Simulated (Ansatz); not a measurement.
# BH₂+ (singlet): wave-function methods side by side at scale of all distances = 1.098, aug-cc-pVTZ

An exercise on one series of results from a longer session: the logs are not shown, and one member is left open.

Method: aug-cc-pVTZ, core rule «outside noble gas», up to 1 orbitals frozen; program: Ansatz 0.2.0, Gaussian basis.

Plan: UHF; CCSD(T) on RHF; BCCD(T) on RHF; CCSDT(Q) on RHF; CASSCF and NEVPT2, 4 electrons in 6 orbitals; Full CI.

17 further runs of the same task are left out: 9 that didn't finish, 8 set aside as unsound or not needed.

## The geometry

The geometry derives from a PBE0/def2-TZVP stationary point (not a proven minimum). All distances are scaled together.

3 atoms, charge 1, spin multiplicity 1.

Atoms are counted from 1 here; the program's logs count them from 0.

Bond lengths: B1–H2 1.295 Å, B1–H3 1.295 Å. Angles: H2–B1–H3 180.0°.

Coordinates:

| atom | x (Å) | y (Å) | z (Å) |
| --- | --- | --- | --- |
| B1 | 0.00000 | 0.00000 | 0.00000 |
| H2 | 0.00000 | 0.00000 | -1.29474 |
| H3 | 0.00000 | 0.00000 | 1.29474 |

The first run:

Input file in.yaml:

```yaml
crystal:
  periodic: [false, false, false]
  atoms:
    - {symbol: B, position_ang: [0.000000, 0.000000, 0.000000]}
    - {symbol: H, position_ang: [0.000000, 0.000000, -1.294741]}
    - {symbol: H, position_ang: [0.000000, 0.000000, 1.294741]}
basis:
  gaussian: {orbitals: aug-cc-pVTZ}
total_charge: 1
magnetization: {spin_polarized: true, initial_magnetization: 0}
hamiltonian: {xc: hf}
output: {orbitals: {seedname: orbitals}}
```

Launch:

```sh
$ ansatz run in.yaml --threads 1 --pin off --events-out ev --progress --plain --max-ram 2393MiB
```

Among the steps run: UHF; CCSD(T) on RHF; BCCD(T) on RHF; CCSDT(Q) on RHF; CASSCF and NEVPT2, 4 electrons in 6 orbitals; Full CI.

One of the session's tables, all rows but one given; the rest of the session is left out.

```
        method  from FCI (meV)
           RHF         +2437.6
          RMP2          +525.0
         RCCSD           +40.1
      RCCSD(T)            +9.2
       BCCD(T)            +9.1
        RCCSDT            +0.9
     RCCSDT(Q)               ?
CASSCF valence         +1162.3
NEVPT2 valence          +252.5
           FCI               0
```

**Question.** Estimate the row for RCCSDT(Q).

As computed: from FCI (meV): +0.2. In the column «from FCI (meV)» it lies between FCI (0) and RCCSDT (+0.9).
